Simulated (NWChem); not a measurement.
System: LiH; SMILES [LiH]

NWChem input:

```
start job
memory heap 200 mb stack 900 mb global 1100 mb
geometry units angstroms noautoz
  Li     0.000000     0.000000     0.458603
  H      0.000000     0.000000    -1.145727
end
basis spherical
  Li library 6-31g*
  H library 6-31g*
end
dft
  xc m05-2x
  iterations 150
  mulliken
end
task dft energy
```

Coordinates come from a PBE-D3(BJ)/def2-SVP optimisation.

Give the results of this calculation. (M05-2X/6-31G* (spherical d).) Quantities: energy (Ha); highest occupied level (eV); orbital gap (eV); dipole (D).


```yaml
energy (Ha): -8.07
highest occupied level (eV): -6.58
orbital gap (eV): 6.45
dipole (D): 5.64
```
